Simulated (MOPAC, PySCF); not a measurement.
O$_{2}$S, SMILES `O=S=O`, neutral singlet in the gas phase. 

Cartesian coordinates (Å):
SMILES: O=S=O
```xyz
3

O     -1.2730     0.1280     0.0000
S      0.0461    -0.4910     0.0000
O      1.2269     0.3630     0.0000
```
Charge 0, spin multiplicity 1.

All levels are single points at this geometry (PBE-D3(BJ)/def2-TZVP); Pople sets use spherical d functions. Orbital energies aren't observables, and empty levels follow the basis.

AM1 in MOPAC gives gap (eV) = 8.98.

**Question.** Estimate the gap (eV) from each of these levels: PBE-D3(BJ)/def2-TZVP in PySCF; B3LYP/3-21G in PySCF; B3LYP/6-311+G** in PySCF; M06-2X/6-31G* in PySCF; SVWN5/6-31G* in PySCF; HF/3-21G in PySCF; HF/6-31G* in PySCF; HF/STO-3G in PySCF.

**Answer.** 
```csv
level,gap (eV)
PBE-D3(BJ)/def2-TZVP in PySCF,3.46
B3LYP/3-21G in PySCF,4.79
B3LYP/6-311+G** in PySCF,5.36
M06-2X/6-31G* in PySCF,8.49
SVWN5/6-31G* in PySCF,3.38
HF/3-21G in PySCF,12.68
HF/6-31G* in PySCF,13.60
HF/STO-3G in PySCF,11.94
```
